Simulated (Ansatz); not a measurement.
# How far each method lies from full CI for AsH2, doublet

Geometry: a PBE0/def2-TZVP stationary point for this spin, not checked as a minimum.

```xyz
3

As    0.0000   -0.0281    0.0000
H     0.0000    1.0445   -1.0859
H     0.0000    1.0445    1.0859
```

Basis cc-pVDZ; Ansatz 0.2.0. Only valence electrons are correlated (noble-gas cores and the filled d shells of p-block atoms frozen), which leaves 7 electrons in 23 orbitals. R marks a restricted (for open shells ROHF) determinant, U an unrestricted one. Active spaces: pair = (3e, 3o) about the gap; valence = (7e, 6o) chosen from the atoms' valence shells. No spin–orbit coupling is included, and no scalar relativity.

Full CI is exact within this basis and frozen core; it isn't the basis-set limit. The frozen core follows each run's orbitals, which can shift R against U totals by a few meV for light atoms and by up to 0.1 eV past Ca.

For open shells CISD is restricted-active-space CI with the open shells as a complete middle space.

- UHF ⟨S²⟩: 0.762
- T1 diagnostic (RCCSD): 0.0169
- largest doubles amplitude (RCCSD): 0.065

| level | E − E(full CI) (meV) | share of correlation (%) | wall time |
| --- | --- | --- | --- |
| RHF | 3531 | 0.00 | – |
| RMP2 | 741 | 79.02 | – |
| CISD | 221 | 93.74 | 1.5 s |
| RCCSD | 87 | 97.53 | – |
| RCCSD(T) | 17 | 99.51 | 2.6 s |
| BCCD(T) | 17 | 99.52 | 2.7 s |
| RCCSDT | 3 | 99.92 | – |
| RCCSDT(Q) | 0 | 99.99 | 9 s |
| CASSCF (pair space) | 3085 | 12.63 | – |
| NEVPT2 (pair space) | 696 | 80.29 | 3 s |
| MRCISD (pair space) | 167 | 95.28 | – |
| MRCISD+Q (pair space) | -22 | 100.61 | 3.5 s |
| CASSCF (valence space) | 2530 | 28.35 | – |
| NEVPT2 (valence space) | 615 | 82.57 | 2.7 s |
| NEVPT4(SD) (valence space) | 53 | 98.50 | 3.5 s |
| MRCISD (valence space) | 106 | 96.98 | – |
| MRCISD+Q (valence space) | -12 | 100.34 | 3.7 s |

The correlation energy at full CI, counted from RHF, is -3.531 eV. That run took 66 s on 1 thread of Intel Xeon, shared host over 3,920,760 determinants.

Run but not shown, since their state or frozen core can't be matched to the reference's or they repeat it: UHF, UMP2, UCCSD, UCCSD(T), UCCSDT, UCCSDT(Q).

Times hold each run's SCF and search for its determinant on a shared host, so for small cases they say little of a method's own cost; they ran on 1 thread of Intel Xeon.

Not variational, and here over 5 meV under the exact energy: MRCISD+Q (pair space), MRCISD+Q (valence space).

The full-CI state has the irrep B1 of C2v, in the program's axes.

Natural occupations of full CI about the gap: 1.967 1.946 1.939 0.991 0.046 0.033 0.012 0.011 0.010 0.010; effectively unpaired electrons, Σ n²(2−n)², 1.04.
